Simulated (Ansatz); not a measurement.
`C/C=C(\O)F` and `C/C=C(\F)C=S` differ in one atom or group (the configuration at the double bond changes too).

Ansatz, PBE0-D4/def2-TZVP geometries, multiplicity 1. Each molecule was computed in one conformer, which needn't be the lowest.

```csv
property,`C/C=C(\O)F`
LUMO energy (B3LYP/def2-TZVPP) / eV,0.58
HOMO energy (PBE0/def2-TZVPP) / eV,-6.51
HOMO–LUMO gap (ωB97M-V/def2-TZVPP) / eV,11.19
size of the dipole moment (PBE/def2-TZVPP) / D,0.86
HOMO energy (ωB97M-V/def2-TZVPP) / eV,-8.76
LUMO energy (ωB97M-V/def2-TZVPP) / eV,2.43
```

Give the same properties after the change, and the shifts. (Best estimate.)

Computed: 
```csv
property,`C/C=C(\F)C=S`,shift
LUMO energy (B3LYP/def2-TZVPP) / eV,-3.04,-3.62
HOMO energy (PBE0/def2-TZVPP) / eV,-6.67,-0.16
HOMO–LUMO gap (ωB97M-V/def2-TZVPP) / eV,8.11,-3.08
size of the dipole moment (PBE/def2-TZVPP) / D,2.33,1.47
HOMO energy (ωB97M-V/def2-TZVPP) / eV,-8.93,-0.17
LUMO energy (ωB97M-V/def2-TZVPP) / eV,-0.82,-3.25
```

With PBE0 the HOMO falls by 0.16 eV and the LUMO falls by 3.86 eV, so the gap narrows by about 3.70 eV. PBE moves the HOMO by -0.12 eV and ωB97M-V by -0.17 eV. Dipoles are sizes alone; their direction can turn.

Positive LUMOs are unbound, so they and the gaps depend on the basis.

B3LYP here is the variant with VWN-RPA as its local correlation; programs differ in this.
